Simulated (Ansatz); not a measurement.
`F[C@H]1C[C@@H]1F`. Charge 0, multiplicity 1. All single points use the PBE0-D4/def2-TZVP geometry.

```xyz
9

F     0.702    1.618   -0.848
C     0.545    0.638    0.083
C    -0.825    0.092    0.327
C     0.210   -0.722   -0.382
F     0.766   -1.781    0.265
H     1.219    0.747    0.925
H    -1.070   -0.169    1.349
H    -1.643    0.470   -0.273
H     0.096   -0.893   -1.447
```

What is the dipole moment at r2SCAN/def2-TZVPP? (An estimate is asked.)

Ansatz gave: 1.12 D, with components (-1.04, 0.12, 0.41) D in this frame, pointing from negative to positive charge.

And with PBE, B3LYP, ωB97M-V? (An estimate is asked.)

The calculation gave: PBE 1.07 D, B3LYP 1.15 D, ωB97M-V 1.14 D.

Give the Mulliken charges with r2SCAN, PBE, ωB97M-V in def2-TZVPP. (Best estimate.)

Ansatz gave: 
```tsv
atom	r2SCAN	PBE	ωB97M-V
F1	-0.23	-0.18	-0.21
C2	0.16	0.10	0.11
C3	-0.12	-0.16	-0.19
C4	0.16	0.10	0.11
F5	-0.23	-0.18	-0.21
H6	0.06	0.08	0.09
H7	0.07	0.09	0.11
H8	0.07	0.09	0.11
H9	0.06	0.08	0.09
```

B3LYP here is the variant with VWN-RPA as its local correlation; programs differ in this.
